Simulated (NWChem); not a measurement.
System: nitrous oxide (N$_{2}$O); SMILES N#[N+][O-]

Input file for NWChem:

```
start job
memory heap 200 mb stack 900 mb global 1100 mb
geometry units angstroms noautoz
  N     -1.192948    -0.021637     0.019089
  N     -0.067276    -0.001222     0.001077
  O      1.105420     0.020051    -0.017689
end
basis spherical
  * library aug-cc-pvtz
end
dft
  xc b3lyp
  iterations 150
  mulliken
end
task dft energy
```

Geometry: optimised at PBE0/def2-SVP. B3LYP is NWChem's, with the RPA form of VWN correlation.

Question: Give the results of this calculation. (B3LYP/aug-cc-pVTZ.) Quantities: basis functions; energy (Ha); highest occupied level (eV); orbital gap (eV).

Answer: 
```json
{
  "number_of_basis_functions": "138",
  "energy (Ha)": "-184.74",
  "highest occupied level (eV)": "-9.62",
  "orbital gap (eV)": "8.88"
}
```
